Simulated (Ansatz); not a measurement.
Born–Oppenheimer molecular dynamics of CH6B (8 atoms, charge 0, multiplicity 2). It starts from a rough guess of a transition structure, not a stationary point.

These are results of Ansatz, UKS B3LYP-D4/def2-SVP, not measurements.

- ensemble: NVE (velocity Verlet)
- time step: 0.5 fs
- steps asked: 150
- starting velocities drawn for: 1000 K
- seed: 701272

First frame:

```xyz
8
Properties=species:S:1:pos:R:3
H 0.172 0.064 -0.315
B 1.586 0.235 0.203
C -1.203 -0.163 -0.279
H 1.802 1.259 0.712
H 2.104 -0.762 0.499
H -1.430 -0.460 0.731
H -1.656 0.774 -0.554
H -1.375 -0.947 -0.997
```

Q: How far do the bonds stretch over the last three quarters of this one trajectory? (Pairs bonded in most of those frames.)

A: 
```csv
bond,mean (Å),spread (Å),shortest,longest
H1–B2,1.224,0.043,1.16,1.29
B2–H4,1.218,0.043,1.15,1.28
B2–H5,1.224,0.057,1.11,1.30
C3–H6,1.109,0.062,1.01,1.20
C3–H7,1.100,0.029,1.05,1.15
C3–H8,1.101,0.029,1.05,1.16
```

Mean temperature of the second half: 883 K. The conserved energy stayed within 0.57 meV per atom of its start (net change 0.17 meV per atom), so the integration is sound. A run of 0.075 ps of so small a system gives no equilibrium averages.

The run took 4.7 min on 1 thread of Arm Neoverse V2, with other jobs on the host, peak memory 0.12 GiB.
